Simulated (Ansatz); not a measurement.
The input, for Ansatz 0.2.0:

```yaml
crystal:
  periodic: [false, false, false]
  atoms:
    - {symbol: N, position_ang: [0.000000, -0.517765, 0.000000]}
    - {symbol: S, position_ang: [0.000000, 0.137247, -1.478731]}
    - {symbol: S, position_ang: [0.000000, 0.137247, 1.478731]}
    - {symbol: H, position_ang: [0.000000, -1.537291, 0.000000]}
basis:
  gaussian: {orbitals: cc-pVDZ}
correlation: {active_space: {ras: {orbitals: [9, 0, 35], electrons: 18, max_holes: 2, max_particles: 2}, fixed_orbitals: true}}
```

```sh
$ ansatz run in.yaml --threads 1 --pin off --events-out ev --progress --plain --max-ram 2393MiB
```

The program prints:

```
565 factors; integrals over basis functions are off by at most 1.4e-3 eV
mean field evaluation 1: about -23128.5948 eV, gradient 2.0e1 eV
mean field evaluation 2: about -23128.6024 eV, gradient 2.0e1 eV
mean field evaluation 4: about -23129.7744 eV, gradient 2.3e0 eV
mean field evaluation 8: about -23129.8018 eV, gradient 4.6e-4 eV
mean field -23129.80181493 eV, -850.0045387560 hartree, gradient 7.7e-6 eV, S^2 0.000000; 0 other end points of the search recorded, 0 dependent functions left out
reference -23129.80181493 eV, -850.0045387560 hartree; 20, 20 occupied and 35, 35 virtual orbitals, 565 factors
state -23140.86087907 eV, -850.4109518670 hartree
Total energy: -23140.86087907 eV, -850.4109518670 hartree
```

Natural occupations: 1.9863 1.9822 1.9774 1.9730 1.9717 1.9675 1.9623 1.9621 1.9393 0.0683 0.0288 0.0259 0.0157 0.0112 0.0102 0.0095 0.0091 0.0089 0.0089 0.0088 0.0083 0.0070 0.0067 0.0063.

Ran on 1 thread of Arm Neoverse V2, shared host: 2.5 s wall, 0.12 GiB peak host memory.
